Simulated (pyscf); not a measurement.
Thermochemistry of product channels of disiloxane (H₃Si–O–SiH₃) + water (H₂O) on the singlet surface, in eV, from ωB97M-D3(BJ)/def2-TZVP energies (ideal gas, 1 atm, RRHO with modes under 100 cm⁻¹ raised to 100, one conformer, R ln 2 for rigid chiral ones). Structures and frequencies: ωB97X-D3(BJ)/def2-SVP in PySCF.

```tsv
products	ΔE	ΔH(298 K)	ΔG(298 K)	ΔG(1200 K)
HO–SiH₂–O–SiH₃ + hydrogen (H₂)	-0.98	-1.10	-0.99	?
silanol (HO–SiH₃) + silanol (HO–SiH₃)	+0.17	+0.15	+0.13	+0.07
```

Q: Fill in the missing entries.

A: 
- HO–SiH₂–O–SiH₃ + hydrogen (H₂), ΔG(1200 K): -0.76

These are energies of the channels, which say nothing of barriers.
